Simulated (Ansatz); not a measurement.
Process, species as SMILES: ClCCl → C atom + 2 Cl atom + 2 H atom
B3LYP-D3(BJ)/def2-TZVP geometries, fixed; electronic energies without zero-point terms.
Largest species:
```
C
H 1 1.0832
H 1 1.0832 2 111.91
Cl 1 1.7804 2 108.02 3 118.77
Cl 1 1.7804 2 108.02 3 -118.77
```
Charge 0, spin multiplicity 1.

Basis-set convergence of the atomisation energy at HF with Ansatz (an electronic-structure program). All functions are spherical. Open shells are unrestricted. No added dispersion term, no relativity. Functions are those of the species that has most. Reference: the value in aug-pcseg-3, 262.92 kcal/mol, itself unsure by roughly 0.54 kcal/mol (its mean distance from aug-cc-pV(Q+d)Z, cc-pV(5+d)Z, def2-QZVPPD). Deviations are taken from unrounded values.

| basis | functions |
|---|---|
| pcseg-0 | 39 |
| pcseg-1 | 60 |
| cc-pV(D+d)Z | 70 |
| def2-SVPD | 90 |
| pcseg-2 | 126 |
| cc-pV(T+d)Z | 136 |
| def2-TZVPD | 147 |
| def2-TZVPPD | 173 |
| cc-pV(Q+d)Z | 243 |
| pcseg-3 | 254 |
| def2-QZVPPD | 287 |
| cc-pV(5+d)Z | 401 |

Problem. Which is the smallest set listed that can be trusted to 2 kcal/mol here, that is, within that of the reference together with its larger relatives (same family, alike in diffuse functions; a set with none to test it counts only in the reference's own line)?

Solution. The smallest set listed that lies within 2 kcal/mol of the reference with all its larger relatives (same family, alike in diffuse functions; a set with none counts only in the reference's own line) is def2-SVPD (90 functions, -0.45 kcal/mol off). Value minus reference: pcseg-0 -49.31, pcseg-1 -8.63, cc-pV(D+d)Z -7.31, def2-SVPD -0.45, pcseg-2 -0.53, cc-pV(T+d)Z -1.16, def2-TZVPD -1.14, def2-TZVPPD -0.66, cc-pV(Q+d)Z -0.67, pcseg-3 0.07, def2-QZVPPD -0.60, cc-pV(5+d)Z -0.47 kcal/mol.
